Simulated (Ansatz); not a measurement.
Trigonal Se was calculated with rVV10 (Ansatz, a first-principles code, plane waves, PAW).

Input:

Ansatz 0.2 input:
```yaml
crystal:
  lattice:
    - [2.0859157926, -3.6129121332, 0.0]
    - [2.0859157926, 3.6129121332, 0.0]
    - [0.0, 0.0, 5.1169322341]
  atoms:
    - { symbol: Se, position: [0.0, 0.2400437494, 0.6666666667] }
    - { symbol: Se, position: [0.7599562506, 0.7599562506, 0.0] }
    - { symbol: Se, position: [0.2400437494, 0.0, 0.3333333333] }
basis:
  ecutwfc: 520
  ecutrho_ratio: 4
  xc_grid: 2
kpoints:
  mp_grid: { grid: [12, 12, 8] }
hamiltonian:
  xc: { exchange: rpw86, correlation: pbe }
  dispersion: rvv10
  pseudopotentials: { kind: paw }
scf:
  occupations: { method: fermi_dirac, width: 0.01 }
output:
  forces: true
  stress: true
  eigenvalues: true
relax:
  f_tol: 0.004
  escape_saddle: false
  max_steps: 80
  cell: { stress_tol: 0.02, fix: [volume] }
```

Excerpt of the program's output:

```
Relaxation: its limit of steps is 80 (relax.max_steps)
Crystal: 3 atoms, lattice volume = 77.125 Å³
Basis set: ecut = 520 eV, 2125 PW (Γ), exchange–correlation on 64×64×80 points (8 copies of the dense FFT grid, shifted against one another)
Bands: 29, of which v1, the nominal top of the filled ones, is band 24 counted from 1 (23 counted from 0)
Symmetry: 6 space group operations
Space group: P3121 (ITA 152), of the structure as read, at distance tolerance 4.3e-5 Å
k-points: 131 of 1152 (time reversal used)
Functional: x = rpw86, c = pbe(β = 0.06672455060314922) + rvv10(b = 6.3, C = 0.0093)
SCF iter   1: F=—  HF=-16498.049917 eV  |F-HF|=—  |Δ(HF+E_count)|=         —  Δρ=3.54e-3  dr2=3.97e-3
SCF iter   2: F=—  HF=-16498.045652 eV  |F-HF|=—  |Δ(HF+E_count)|=   4.27e-3  Δρ=2.11e-3  dr2=1.77e-3
  ...
SCF 1 converged in 6 iterations: F = -16498.045490 eV  dr2 = 3.78e-9
Crystal: 3 atoms, lattice volume = 77.125 Å³
Basis set: ecut = 520 eV, 2077 PW (Γ), exchange–correlation on 64×64×80 points (8 copies of the dense FFT grid, shifted against one another)
Initial density: handed on by an earlier stage of this run
SCF 2 converged in 5 iterations: F = -16498.058875 eV  dr2 = 1.86e-8
Crystal: 3 atoms, lattice volume = 77.125 Å³
Basis set: ecut = 520 eV, 2101 PW (Γ), exchange–correlation on 64×64×80 points (8 copies of the dense FFT grid, shifted against one another)
SCF 3 converged in 4 iterations: F = -16498.060244 eV  dr2 = 2.48e-7
Crystal: 3 atoms, lattice volume = 77.125 Å³
SCF 4 converged in 5 iterations: F = -16498.060265 eV  dr2 = 1.20e-10
Crystal: 3 atoms, lattice volume = 77.125 Å³
SCF iter   4: F=—  HF=-16498.060274 eV  |F-HF|=—  |Δ(HF+E_count)|=  8.51e-10  Δρ=2.09e-7  dr2=2.14e-11
SCF iter   5: F=-16498.060274 eV  HF=-16498.060274 eV  |F-HF|=0.00e0  |Δ(HF+E_count)|=  6.91e-11  Δρ=5.47e-8  dr2=2.66e-12
SCF 5 converged in 5 iterations: F = -16498.060274 eV  dr2 = 2.66e-12
SCF converged after 5 iterations
Free energy (F): -16498.060274 eV
Internal energy: -16498.060274 eV  (E = F + TS)
E sigma→0 (E₀):  -16498.060274 eV
Fermi energy:    7.925724 eV
--- Forces (eV/Å), atoms counted from 1 ---
  atom   1  Se     0.00010187     0.00017644    -0.00000000
  atom   2  Se    -0.00020373    -0.00000000     0.00000000
  atom   3  Se     0.00010187    -0.00017644    -0.00000000
--- Stress (GPa, compression-positive) ---
        1.047180       0.000000       0.000000
        0.000000       1.047180       0.000000
        0.000000       0.000000       1.048401
  P = ⅓ Tr σ = 1.0476 GPa (10.476 kbar)
```

The cell is one volume of an energy–volume scan, off the minimum.

The PAW data were made under PBE.
